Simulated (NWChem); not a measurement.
Species: ethane (C2H6); SMILES CC

Program: NWChem. Pople sets run with spherical d functions. Each level has its own optimisation. Entropies are gas-phase, rigid-rotor, harmonic values for NWChem's default masses at 298.15 K and 1 bar, so the errors hold that model's part too (torsions, anharmonicity).

Measured entropy at 1 bar: 54.8 cal/(mol K) (CRC Handbook, as tabulated in the package chemicals).

```
level                                 entropy at 1 bar (cal/(mol K))  computed − measured
------------------------------------  ------------------------------  -------------------
Hartree-Fock/STO-3G                                             54.0                 -0.8
Hartree-Fock/3-21G                                              54.2                 -0.6
Hartree-Fock/6-31G*                                             54.1                 -0.7
B3LYP/6-31G*                                                    54.4                 -0.4
LDA (Slater exchange, VWN5)/def2-SVP                            54.5                 -0.3
PBE/def2-SVP                                                    54.5                 -0.3
BLYP/def2-SVP                                                   54.6                 -0.2
PBE0/def2-SVP                                                   54.4                 -0.4
```
